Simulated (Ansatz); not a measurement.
Al2H2⁺ (H-bridged), doublet in 6-31G: errors against full CI

Geometry: that of the Al2H2 (H-bridged), singlet, kept fixed.

```xyz
4

Al    0.0000    0.0925    1.2647
Al    0.0000   -0.0193   -1.3669
H     0.0000   -0.6882    2.6804
H     0.0000   -1.2711    0.0548
```

Basis 6-31G; Ansatz 0.2.0. Only valence electrons are correlated (noble-gas cores frozen), which leaves 7 electrons in 20 orbitals. Prefix R: restricted or restricted open-shell reference; prefix U: unrestricted. Active spaces: valence = (7e, 10o) chosen from the atoms' valence shells.

Full CI is exact within this basis and frozen core; it isn't the basis-set limit. The frozen core follows each run's orbitals, which can shift R against U totals by a few meV.

Unrestricted rows (U) aren't spin-pure: their determinants' ⟨S²⟩ exceeds S(S+1) by up to 0.13, so they mix in states of higher spin. For open shells CISD and CISDTQ are restricted-active-space CI with the open shells as a complete middle space.

```
UHF ⟨S²⟩                          : 0.882
T1 diagnostic (RCCSD)             : 0.0486
largest doubles amplitude (RCCSD) : 0.076
T1 diagnostic (UCCSD)             : 0.0454
```

| level | E − E(RHF) (eV) |
| --- | --- |
| UHF | -0.2065 |
| RMP2 | -1.6063 |
| UMP2 | -1.6204 |
| RCCSD | -2.4762 |
| UCCSD | -2.4768 |
| RCCSD(T) | -2.5213 |
| UCCSD(T) | -2.5203 |

Task: Estimate how far full CI in 6-31G lies from RCCSD(T). The table doesn't fix it; the size of (T) and the diagnostics are the guide.

Result: Full CI in 6-31G lies 24 meV below RCCSD(T), which is 53 % of the (T) step (-45 meV). T1 is raised, and the rest is a large part of (T).

The other levels:

| level | E − E(full CI) (meV) | share of correlation (%) | wall time |
| --- | --- | --- | --- |
| CISD | 220 | 91.37 | 0.54 s |
| BCCD(T) | 24 | 99.04 | 0.81 s |
| RCCSDT | 3 | 99.89 | – |
| UCCSDT | 3 | 99.89 | – |
| CISDTQ | 6 | 99.77 | 3.9 s |
| RCCSDT(Q) | 1 | 99.98 | 2.6 s |
| UCCSDT(Q) | 1 | 99.98 | 3.2 s |
| RCCSDTQ | 0 | 100.00 | 22 s |
| UCCSDTQ | 0 | 100.00 | 24 s |
| CASSCF (valence space) | 345 | 86.43 | – |
| NEVPT2 (valence space) | 99 | 96.11 | 3.4 s |
| MRCISD (valence space) | 12 | 99.54 | – |
| MRCISD+Q (valence space) | 8 | 99.68 | 6 s |

The correlation energy at full CI, counted from RHF, is -2.545 eV. That run took 27 s on 1 thread of Arm Neoverse V1, shared host over 2,782,032 determinants.

Times hold each run's SCF and search for its determinant on a shared host, so for small cases they say little of a method's own cost; they ran on 1 thread of Arm Neoverse V1.

The full-CI state has the irrep A' of Cs, in the program's axes.

Natural occupations of full CI about the gap: 1.965 1.942 1.873 0.993 0.061 0.049 0.040 0.029 0.019 0.014; effectively unpaired electrons, Σ n²(2−n)², 1.11.
